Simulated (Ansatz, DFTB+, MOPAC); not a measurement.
Molecule: CS2, charge 0, multiplicity 1. SMILES: S=C=S

Atoms: S1, C2, S3. Bonds: S1-C2, C2-S3.

Bond lengths (Å) and angles (degrees) optimised at AM1 with MOPAC; PM3 with MOPAC; MNDO with MOPAC; SCC-DFTB with DFTB+; HF/STO-3G with Ansatz (a program for electronic structure); MP2/6-31G* with Ansatz, each started from the B3LYP-D3(BJ)/def2-TZVP structure (Ansatz) of the last column. A row stands for all coordinates that are equal there. 6-31G* holds six Cartesian d functions. No wavenumbers were computed at MNDO, SCC-DFTB, HF/STO-3G, MP2/6-31G*, so these may be saddle points.

```json
[
 {"coordinate": "S1-C2", "AM1": "1.459", "PM3": "1.481", "MNDO": "1.492", "SCC-DFTB": "1.561", "HF/STO-3G": "1.532", "MP2/6-31G*": "1.563", "B3LYP-D3(BJ)/def2-TZVP": "1.553"},
 {"coordinate": "S1-C2-S3", "AM1": "180.0", "PM3": "180.0", "MNDO": "180.0", "SCC-DFTB": "180.0", "HF/STO-3G": "180.0", "MP2/6-31G*": "180.0", "B3LYP-D3(BJ)/def2-TZVP": "180.0"}
]
```

Mean signed difference of all 2 bond lengths from B3LYP-D3(BJ)/def2-TZVP: AM1 -0.094 Å, PM3 -0.071 Å, MNDO -0.060 Å, SCC-DFTB 0.008 Å, HF/STO-3G -0.021 Å, MP2/6-31G* 0.010 Å.
